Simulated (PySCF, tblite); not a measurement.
Compound: C₃H₄F₂O.
SMILES with atom numbers: `[CH2:1]=[CH:2][O:3][CH:4]([F:5])[F:6]` (hydrogens: H7, H8 on C1; H9 on C2; H10 on C4)

Structure optimised with GFN2-xTB, isolated species.

Question: What internal coordinates does the optimisation give?

Answer: 
```csv
bond,length (Å)
C1=C2,1.319
C2–O3,1.377
O3–C4,1.351
C4–F5,1.339
C4–F6,1.358
C1–H7,1.076
C1–H8,1.074
C2–H9,1.079
C4–H10,1.108
```

A selection of angles:
```csv
angle,degrees
C2–C1–H7,123.8
C2–C1–H8,119.6
H7–C1–H8,116.6
C1–C2–O3,127.6
C1–C2–H9,123.6
O3–C2–H9,108.8
C2–O3–C4,118.2
O3–C4–F5,107.9
O3–C4–F6,112.2
O3–C4–H10,114.3
F5–C4–F6,106.2
F5–C4–H10,108.7
F6–C4–H10,107.2
```

Dihedral angles: C1–C2–O3–C4 9° (synperiplanar); C2–O3–C4–F5 168° (antiperiplanar). The mirror-image conformer, all signs reversed, is as good.

The C–O distances run from 1.351 Å (O3–C4, drawn single) to 1.377 Å (C2–O3, drawn single), a spread of 0.026 Å. Of the pairs four or more bonds apart, C4···H7 is among the closest relative to their van der Waals radii: 2.64 Å, 91 % of the sum of Bondi's values.

Point group: C1 (no symmetry element, even within 0.4 Å). Its GFN2-xTB frequencies are all real (lowest 84 cm⁻¹). One conformer, not necessarily the lowest.

All values are computed, not measured.
